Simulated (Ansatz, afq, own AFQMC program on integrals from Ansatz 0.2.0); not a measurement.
# Where AFQMC and coupled cluster stand for SiH$_{4}$, singlet

```xyz
5

Si   -0.0338    0.0338    0.0336
H     0.8221    0.8926    0.8904
H    -0.8933   -0.8206    0.8910
H    -0.8885    0.8893   -0.8276
H     1.9004   -1.9035   -1.8886
```

Basis 6-31G. Only valence electrons are correlated. Ansatz 0.2.0 and our own AFQMC program on the same integrals; the CISD trial comes from CCSD amplitudes, and released means the phaseless constraint is let go. ± is one standard error of the sampling.

Determinant: UHF, the one that the program's search chose, which needn't be the lowest solution. The geometry is a point of a scan.

Full CI on the same integrals is exact in this basis and with this determinant's frozen core.

Cautions: strong correlation (T1 0.031, weight of the determinant 0.84, largest double 0.32); unrestricted determinant spin contaminated (⟨S²⟩ 0.96 against 0.00); the CCSDT(Q) amplitudes may be one of several solutions (largest double 0.79); the CCSDTQ amplitudes may be one of several solutions (largest double 0.82).

The T1 diagnostic is 0.0307. The weight of the determinant in the CISD state is 0.844, the ⟨S²⟩ of the determinant is 0.962 and the size of the correlated space is 8 electrons in 16 orbitals.

Reference: full CI, correlation energy -2.041 eV. The released energy is read at 2.40 1/Eh (meV from the phaseless value at times in 1/Eh: -2.0 ± 1.7 at 0.24, -4.0 ± 1.4 at 0.51, -5.3 ± 1.7 at 0.99, -8.1 ± 2.1 at 1.62, -7.6 ± 1.7 at 2.40). The cautions show a poor starting determinant, so the rows tell how each method copes with it here, and full CI is the sure value.

```csv
level,E − E(reference) (kJ/mol),share of correlation (%)
HF,196.9,0.00
MP2,68.4,65.24
CCSD,11.4,94.22
CCSD(T),7.5,96.22
CCSDT,0.7,99.66
CCSDT(Q),0.0,100.00
CCSDTQ,0.0,99.99
ph-AFQMC/HF,0.2 ± 1.3,99.90
ph-AFQMC/CISD,1.1 ± 0.2,99.44
released AFQMC,0.4 ± 0.2,99.82
```

CCSDT and higher add their correlation energy to the determinant of the CCSD(T) run, since their own runs factorise the integrals more tightly (a shift of under 2 meV). A walk keeps the symmetry of its determinant, which the program's search chose and which needn't be the lowest solution, so a lower state of the same spin and another symmetry isn't excluded. Released energies are given only where the last usable release times agree within the noise; a slower fall can still hide under it.
